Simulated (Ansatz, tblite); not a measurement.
**The cluster Na4Li2: one state, many levels**

Aim: run the singlet of the cluster Na4Li2 at one geometry on many levels, and compare frontier levels, spin and run time.

The runs use Ansatz 0.2.0, Gaussian basis; as each input shows.

Levels to be run: GFN2-xTB, PBE/def2-TZVP, r2SCAN/def2-TZVP, CAM-B3LYP/def2-TZVP, HSE06/def2-TZVP, r2SCANh/def2-TZVP, BLYP/def2-TZVP, LC-ωPBE/def2-TZVP, PBE-QIDH/def2-TZVP, LDA/def2-TZVP, PBE/def2-SVP, PBE0/def2-SVP, HF/STO-3G, HF/6-31G, B3LYP/6-31G, PBE0/def2-TZVPD, PBE/def2-TZVPD, r2SCAN/def2-TZVPD, CCSD(T)/def2-TZVPP, MP2/def2-TZVP, RPA/def2-TZVP.

2 further runs of the same task are left out: 1 that didn't finish, 1 set aside as unsound or not needed. Runs told in other sessions of the task aren't counted.

## (1) The relaxed structure

The geometry is that of the singlet, from an earlier relaxation (PBE/def2-SVP). At that level it is the lowest of the isomers that a small search found.

6 atoms, charge 0, spin multiplicity 1.

Bond lengths: Li1–Li2 2.883 Å, Li1–Na3 3.091 Å, Li1–Na4 3.081 Å, Li1–Na5 3.084 Å, Li1–Na6 3.104 Å, Li2–Na4 3.425 Å, Li2–Na5 3.432 Å, Na3–Na4 3.724 Å, Na3–Na6 3.613 Å, Na5–Na6 3.735 Å. Angles: Li2–Li1–Na3 144.2°, Li2–Li1–Na4 70.0°, Li2–Li1–Na5 70.1°, Li2–Li1–Na6 144.4°, Na3–Li1–Na4 74.2°, Na3–Li1–Na5 145.6°, Na3–Li1–Na6 71.4°, Na4–Li1–Na5 140.2°, Na4–Li1–Na6 145.6°, Na5–Li1–Na6 74.3°, Li1–Li2–Na4 57.7°, Li1–Li2–Na5 57.7°, Na4–Li2–Na5 115.4°, Li1–Na3–Na4 52.8°, Li1–Na3–Na6 54.5°, Na4–Na3–Na6 107.2°, Li1–Na4–Li2 52.3°, Li1–Na4–Na3 53.0° and more.

PBE0/def2-TZVP was run before; its log isn't repeated, and its numbers join the tables.

## (2) GFN2-xTB

Tight binding, by tblite at 300 K electronic temperature and without a spin-polarisation term:

```python
tblite.interface.Calculator('GFN2-xTB', numbers, positions, charge=0, uhf=0).singlepoint()
```

Energy -36.7829 eV, HOMO -4.90 eV, LUMO -3.93 eV; 0.003 s.

## (3) PBE/def2-TZVP

start.molden holds the orbitals of an earlier run on this state, given as this run's starting guess.

Input file in.yaml:

```yaml
crystal:
  periodic: [false, false, false]
  atoms:
    - {symbol: Li, position_ang: [-0.003873, -0.006283, -0.004389]}
    - {symbol: Li, position_ang: [-1.940689, -1.988063, -0.798341]}
    - {symbol: Na, position_ang: [2.798144, 0.408002, 1.233022]}
    - {symbol: Na, position_ang: [1.087483, -2.831070, 0.562592]}
    - {symbol: Na, position_ang: [-2.512217, 1.377951, -1.145195]}
    - {symbol: Na, position_ang: [0.571143, 3.039463, 0.152321]}
basis:
  gaussian: {orbitals: def2-TZVP, initial_orbitals: start.molden}
hamiltonian: {xc: pbe}
scf: {omitted_lower_state_checks: [starts]}
output: {orbitals: {seedname: orbitals}}
```

On the command line:

```bash
$ ansatz run in.yaml --threads 4 --pin off --events-out ev --progress --plain --max-ram 3916MiB
```

After this run come: r2SCAN/def2-TZVP; CAM-B3LYP/def2-TZVP; HSE06/def2-TZVP; r2SCANh/def2-TZVP; BLYP/def2-TZVP; LC-ωPBE/def2-TZVP; PBE-QIDH/def2-TZVP; LDA/def2-TZVP; PBE/def2-SVP; PBE0/def2-SVP; HF/STO-3G; HF/6-31G; B3LYP/6-31G; PBE0/def2-TZVPD; PBE/def2-TZVPD; r2SCAN/def2-TZVPD; CCSD(T)/def2-TZVPP; MP2/def2-TZVP; RPA/def2-TZVP.

Before running them: what should the planned runs give, taken together? Wanted: gap in def2-TZVP, named functionals, smallest and largest; correlation energy, CCSD(T)/def2-TZVPP; correlation energy, MP2/def2-TZVP; PBE0 total energy, smallest basis above largest.

**Answer**, as computed:

| quantity | value |
| --- | --- |
| gap in def2-TZVP, named functionals, smallest and largest | 1.24 eV (BLYP), 4.54 eV (LC-ωPBE) |
| correlation energy, CCSD(T)/def2-TZVPP | -23.60 eV |
| correlation energy, MP2/def2-TZVP | -21.74 eV |
| PBE0 total energy, smallest basis above largest | 6.83 eV (def2-SVP, def2-TZVPD) |

Orbital gaps of the named functionals in def2-TZVP span 1.24 eV (BLYP) to 4.54 eV (LC-ωPBE); exact exchange widens it.
